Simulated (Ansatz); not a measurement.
For zinc-blende InAs, LDA (PAW; Ansatz, a first-principles code) gives:

```
Quantity                                Result
------------------------------  --------------
equilibrium lattice constant a         6.026 Å
bulk modulus                          60.1 GPa
cohesive energy                   3.74 eV/atom
band gap at the measured cell          0.00 eV
formation enthalpy              -0.205 eV/atom
```

**Question.** What does HSE06 (PAW; Ansatz) give for the same quantities?

**Answer.** 
- lattice constant a: 6.108 Å (grows by 1.4 %)
- bulk modulus: 58.0 GPa (falls by 3.5 %)
- cohesive energy: 2.89 eV/atom (shrinks by 0.85 eV/atom)
- band gap at the measured cell: 0.50 eV (increases by 0.50 eV)
- formation enthalpy: -0.347 eV/atom (moves by -0.142 eV/atom)

For comparison: lattice constant a 6.047 Å (measured, static lattice: zero-point anharmonic expansion removed; as tabulated in Mejia-Rodriguez and Trickey (2018), arXiv:1807.09216); bulk modulus 58.6 GPa (measured, 0 K value with the zero-point phonon effect removed; as tabulated in Mejia-Rodriguez and Trickey (2018), arXiv:1807.09216); band gap 0.44 eV (measured, zero-point shift of 0.02 eV (the table's estimate, ZP (est)) added back, E0, Γ; as tabulated in arXiv:2302.06325); formation enthalpy -0.31 eV/atom (measured, 298 K, not corrected to a static lattice; as tabulated in Zhang et al. (2018), doi:10.1038/s41524-018-0065-z).

Changes are worked out from the printed values.

Unless a cell is named, each level is at its own relaxed cell (LDA 27.35, HSE06 28.49 Å³/atom).

Levels without +SOC leave out spin–orbit coupling, which shifts energies and cells of such heavy elements.

Spin–orbit coupling is included only where a level's name says +SOC; with heavier elements it mostly lowers gaps and can invert bands. A gap of zero means that the bands touch or overlap. Density-functional gaps are differences of (generalised) Kohn–Sham levels.

Caveats: hybrids on metals are sensitive to the k mesh and can open a false gap (HSE06). Ansatz's density-functional and Hartree–Fock values are scalar-relativistic unless marked +SOC, with PAW data made under PBE.
